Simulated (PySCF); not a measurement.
How good is the calculation?

Molfile (atoms numbered from 1):
```
C2H4O2
     RDKit          3D

  8  7  0  0  0  0  0  0  0  0999 V2000
   -1.0342   -0.0890   -0.0549 C   0  0  0  0  0  0  0  0  0  0  0  0
    0.2155   -0.6650    0.3213 O   0  0  0  0  0  0  0  0  0  0  0  0
    1.3086    0.0411    0.0966 C   0  0  0  0  0  0  0  0  0  0  0  0
    1.3788    1.1261   -0.3987 O   0  0  0  0  0  0  0  0  0  0  0  0
   -1.5704   -0.8209   -0.6573 H   0  0  0  0  0  0  0  0  0  0  0  0
   -0.8651    0.8259   -0.6252 H   0  0  0  0  0  0  0  0  0  0  0  0
   -1.6010    0.1347    0.8493 H   0  0  0  0  0  0  0  0  0  0  0  0
    2.1768   -0.5434    0.4443 H   0  0  0  0  0  0  0  0  0  0  0  0
  1  2  1  0
  2  3  1  0
  3  4  2  0
  1  5  1  0
  1  6  1  0
  1  7  1  0
  3  8  1  0
M  END
```

Averaged over atoms made equivalent by symmetry, fast rotation or ring inversion, no relativistic terms, a single conformation, isolated molecule. Coordinates at the GFN2-xTB level; shielding tensors at PBE0/pcSseg-1 (GIAO); J couplings at B3LYP/pcJ-1; PySCF.

Coupling constants in Hz:
| coupling | reference | computed | source |
| --- | --- | --- | --- |
| ¹J(C1,H5) | 147.0 | 152.0 | measured; liquid or solution (compiled); San Fabian, Garcia de la Vega, Suardiaz et al., Magn. Reson. Chem. 2013, 51, 775 (SI) |
| ¹J(C3,H8) | 226.2 | 228.9 | measured; liquid or solution (compiled); San Fabian, Garcia de la Vega, Suardiaz et al., Magn. Reson. Chem. 2013, 51, 775 (SI) |
